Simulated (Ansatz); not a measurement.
Species: C$_{2}$H$_{6}$O, SMILES `COC` (charge 0, multiplicity 1).

Q: Give a relaxed geometry from Ansatz (a program for electronic structure) with PBE0-D3(BJ)/def2-SVP.

A: the end point of this relaxation (outside a Z-matrix the atoms follow the SMILES, hydrogens last).
Cartesian coordinates (Å) in one orientation:
```xyz
9

C      1.148    -0.157    -0.077
O      0.056     0.463    -0.674
C     -1.141     0.216    -0.010
H      1.041    -1.261    -0.052
H      1.306     0.188     0.966
H      2.045     0.091    -0.663
H     -1.945     0.741    -0.547
H     -1.388    -0.865     0.019
H     -1.123     0.583     1.037
```
